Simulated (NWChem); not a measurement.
System: CS; SMILES [C-]#[S+]

Results from NWChem. Structure relaxed at the PBE0/def2-SVP level.

For level B3LYP/aug-cc-pVTZ:

```
Item                         Value
---------------------------  -----
highest occupied level (eV)  -8.69
```

Question: How do the values read with level B3LYP/def2-SVP instead?

Answer: 
| Property | Result |
|---|---|
| highest occupied level (eV) | -8.49 |
